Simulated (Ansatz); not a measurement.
## AlGe, sextet: reading a ladder of total energies

Geometry: that of the AlGe, quartet, kept fixed. The quartet lies 3.7 eV lower here.

```csv
atom,x (Å),y (Å),z (Å)
Ge,0.0000,0.0000,0.0000
Al,0.0000,0.0000,2.4669
```

Basis aug-cc-pVDZ; Ansatz 0.2.0. Correlated methods freeze the noble-gas cores and the filled d shells of p-block atoms, which leaves 7 electrons in 44 orbitals. R marks a restricted (for open shells ROHF) determinant, U an unrestricted one. No spin–orbit coupling is included, and no scalar relativity.

Full CI isn't at hand for all of this; UCCSDTQ serves as the reference, and is uncertain by about the last step of the cluster series.

Runs differ by some tens of microhartree through their thresholds and, for an open shell, their frozen cores, so steps under 0.03 kcal/mol mean nothing.

```tsv
level	total energy (hartree)
UHF	-2317.125898
UMP2	-2317.192135
UCCSD	-2317.211739
UCCSD(T)	-2317.215153
UCCSDT	-2317.216165
UCCSDT(Q)	-2317.216364
UCCSDTQ	-2317.216391
```

Question: What is the correlation energy at UCCSDTQ, and what share of it do UMP2 and UCCSDT recover?

Answer: E(corr) = -2317.216391 − (-2317.125898) = -0.090493 hartree = -2.462 eV. UMP2: -0.066237 / -0.090493 = 73.20 %. UCCSDT: -0.090267 / -0.090493 = 99.75 %.

Question: By how many kcal/mol does UCCSD(T) miss UCCSDTQ (1 hartree = 627.509 kcal/mol), and which steps make up the rest?

Answer: -2317.215153 − (-2317.216391) = 0.001238 hartree = 0.78 kcal/mol. Steps: UCCSDT − UCCSD(T) = -0.64, UCCSDT(Q) − UCCSDT = -0.12, UCCSDTQ − UCCSDT(Q) = -0.02 kcal/mol. That is within 1 kcal/mol of the reference in this basis, which itself misses far more of the correlation at the basis-set limit.
